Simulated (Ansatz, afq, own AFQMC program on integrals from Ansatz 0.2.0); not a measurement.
# B, quartet: AFQMC among the cluster methods

A free B atom.

Basis 6-31G. Only valence electrons are correlated. AFQMC by an in-house program on the Cholesky factors that Ansatz 0.2.0 writes for its CCSD(T) run. The CISD trial takes its coefficients from CCSD amplitudes. Released means that phaseless walkers are propagated on without the constraint, phases kept. Free projection: walkers drawn from exp(T), propagated without any constraint. Its projection time is finite, and what remains of the start isn't in its error. Uncertainties: one standard error, sampling alone.

Determinant: UHF, the one that the program's search chose, which needn't be the lowest solution.

Full CI on the same integrals is exact in this basis and with this determinant's frozen core.

Cautions: another spin lies lower (by 3.11 eV).

* T1 diagnostic: 0.0009
* weight of the determinant in the CISD state: 0.996
* ⟨S²⟩ of the determinant: 3.750
* size of the correlated space: 3 electrons in 8 orbitals

Reference: full CI, correlation energy -0.148 eV. The released energy is read at 2.40 1/Eh (meV from the phaseless value at times in 1/Eh: -0.04 ± 0.04 at 0.24, -0.01 ± 0.03 at 0.51, 0.01 ± 0.03 at 0.99, 0.04 ± 0.03 at 1.62, 0.02 ± 0.03 at 2.40).

```tsv
level	E − E(reference) (kJ/mol)	share of correlation (%)
HF	14.3	0.00
MP2	4.9	65.49
CCSD	0.0	99.92
CCSD(T)	0.0	99.97
ph-AFQMC/HF	0.1 ± 0.3	99.31
ph-AFQMC/CISD	0.0 ± 0.01	100.02
released AFQMC	0.0 ± 0.01	100.00
free AFQMC	0.0 ± 0.01	100.00
```

Free projections are given only where their last times agree within the noise and don't stop above the reference; a slow remainder of the start can still hide under it. A walk keeps the symmetry of its determinant, which the program's search chose and which needn't be the lowest solution, so a lower state of the same spin and another symmetry isn't excluded. Released energies are given only where the last usable release times agree within the noise; a slower fall can still hide under it.
